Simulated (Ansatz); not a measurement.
We consider bcc V, described by r²SCAN in Ansatz (plane waves, PAW).

Settings: plane-wave cutoff 600 eV, 20×20×20 k mesh, Fermi–Dirac smearing 0.1 eV, finite displacements, no spin polarisation, scalar-relativistic PAW data made under PBE.

Computed at the level's own relaxed cell.

Harmonic phonon frequencies (cm⁻¹; i marks an imaginary mode):

| q point | frequencies |
|---|---|
| H | 273 273 273 |
| N | … |

Problem. What belongs in the gaps?

Solution. 
- N, frequencies: 180 204 241

No imaginary mode appears at these points.

Ansatz is a first-principles code.
